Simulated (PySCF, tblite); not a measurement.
borane and 2 × water

A gas-phase complex of borane and 2 × water; neutral, singlet. The structure comes from a short search (6 tight-binding starts) and was relaxed by PBE0-D3(BJ)/def2-SVPD; another way of binding may lie lower. No frequency run checks that it is a minimum.

```tsv
part	name	SMILES	atoms	charge	multiplicity
1	borane	B	1–4	0	1
2	water	O	5–7	0	1
3	water	O	8–10	0	1
```

Coordinates in Å:
```
B1     -0.654    0.569    1.069
H2     -1.742   -0.007    1.161
H3     -0.740    1.779    1.172
H4      0.005    0.177    0.127
O5      0.177    0.122    2.396
H6     -0.459    0.249    3.153
H7      0.409   -0.811    2.351
O8     -1.968    0.554    3.768
H9     -2.124    1.427    4.140
H10    -2.298    0.591    2.852
```

Contacts between parts, classed by geometry: B1···O5 1.629 Å (bond); H6···O8 1.657 Å (hydrogen bond, 152°).

The parts are joined by the bond B1–O5, so these are energies of forming such bonds; deforming the relaxed parts to their shape in the adduct costs 14.2 kcal/mol, which the interaction energies leave out.

Interaction energies are complex less parts, with the parts frozen as they stand in it; counterpoise-corrected, in kcal/mol (PySCF).

(1) How strongly do the parts interact, level by level?

(2) What holds them together? Decompose the wB97M-D3(BJ)/def2-TZVPD energy: frozen parts, their antisymmetrised product, then relaxation.

(3) Are the pair energies additive?

The parts were also relaxed and run alone, at the levels used for the complex: shieldings by PBE0/pcSseg-2; core levels by delta-SCF with SCAN, pcX-2 on the ionised atom and pcseg-1 elsewhere, spin-free X2C.

Values alone: O5–H6 bond (Å): 0.961; shielding of B1 (ppm): 2.4; shielding of O5 (ppm): 328.9; shielding of H6 (ppm): 30.85; shielding of O8 (ppm): 328.9; B1 1s core level (eV): 197.53; O5 1s core level (eV): 539.76; O8 1s core level (eV): 539.76.

(4) How do these values change when the complex forms?

Answers

(1) 
| level | interaction | superposition error removed |
| --- | --- | --- |
| wB97M-D3(BJ)/def2-TZVPD | -41.58 | -0.34 |
| PBE0-D3(BJ)/def2-TZVPD | -44.67 | -0.33 |

(2) electrostatic -84.6, Pauli repulsion +120.9, orbital relaxation -75.1, dispersion correction -3.1 kcal/mol, which sum to the value before the counterpoise correction; the Pauli term holds the exchange-correlation of the frozen density too. Of the attraction, 52 % is electrostatic, 46 % is orbital relaxation, 2 % is dispersion correction.

(3) The pairs sum to -32.36 kcal/mol (1–2 -27.8, 1–3 -1.8, 2–3 -2.8); the rest of -9.22 is a many-body strengthening.

(4) 
```csv
property,alone,in the complex,change
O5–H6 bond (Å),0.961,0.996,+0.035
shielding of B1 (ppm),2.4,106.9,+104.5
shielding of O5 (ppm),328.9,301.4,-27.5
shielding of H6 (ppm),30.85,21.53,-9.32
shielding of O8 (ppm),328.9,309.9,-18.9
B1 1s core level (eV),197.53,194.80,-2.73
O5 1s core level (eV),539.76,541.09,+1.33
O8 1s core level (eV),539.76,540.39,+0.63
```

Density functionals tend to overstate the lengthening and the red shift of so strongly bound an X–H bond.

The 4 runs behind this took 120 s in all, one thread each of Arm Neoverse V2 on a shared host, launched as `OMP_NUM_THREADS=1 python cluster_run.py task.json out`.
